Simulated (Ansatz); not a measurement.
Al2H2⁺, relaxed as a doublet with UKS PBE-D4/def2-TZVP in Ansatz, starting from the PBE-D4/def2-TZVP geometry of the neutral singlet. Force threshold 0.02 eV/Å.

The structure comes from a short search, and lower isomers may exist.

Start:

Cartesian coordinates in Å:
```
Al -0.3919 -1.2457 -0.0427
Al -0.3455 1.1688 0.4706
H -0.1726 0.2394 -1.1106
H 0.9100 -0.1626 0.6826
```

| step | energy (eV) | largest force component (eV/Å) | SCF passes |
| --- | --- | --- | --- |
| 1 | -13209.8012 | 0.885 | 32 |
| 2 | -13210.1640 | 0.513 | 32 |
| 3 | -13210.3755 | 0.974 | 35 |
| 4 | -13210.4163 | 0.799 | 31 |
| 5 | -13210.4968 | 0.072 | 31 |
| 6 | -13210.4975 | 0.014 | 29 |

Force components are those of the run's own axes.

End:

| atom | x (Å) | y (Å) | z (Å) |
| --- | --- | --- | --- |
| Al1 | -0.021 | -1.398 | -0.300 |
| Al2 | 0.032 | 1.399 | 0.294 |
| H3 | -0.586 | 0.215 | -0.958 |
| H4 | 0.575 | -0.216 | 0.964 |

By distances, no bond broke or formed. The bond that changes most is Al1–H3, from 1.84 to 1.83 Å (atoms count from 1).

No frequencies were taken in this run, so the end may be a saddle point.

Hardware: 4 threads of Arm Neoverse V1 on a shared host. Wall time 4.6 s.
